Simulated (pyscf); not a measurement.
Thermochemistry of product channels of H₂N–In(Cl)–Cl + H• on the doublet surface, in kcal/mol, from ωB97M-D3(BJ)/def2-TZVP energies (ideal gas, 1 atm, RRHO with modes under 100 cm⁻¹ raised to 100, one conformer, R ln 2 for chiral ones without a mode under 150 cm⁻¹). Optimised with ωB97X-D3(BJ)/def2-SVP in PySCF.

```
products               ΔE  ΔH(298 K)  ΔG(298 K)  ΔG(1200 K)
------------------  -----  ---------  ---------  ----------
[H₂N–In–Cl]• + HCl  -15.4      -12.7      -15.3       -20.5
•HN–In(Cl)–Cl + H₂   +8.9       +7.2       +5.7        +1.2
```

These are energies of the channels, which say nothing of barriers. Elements past Kr carry the def2 core potentials, without spin-orbit coupling.
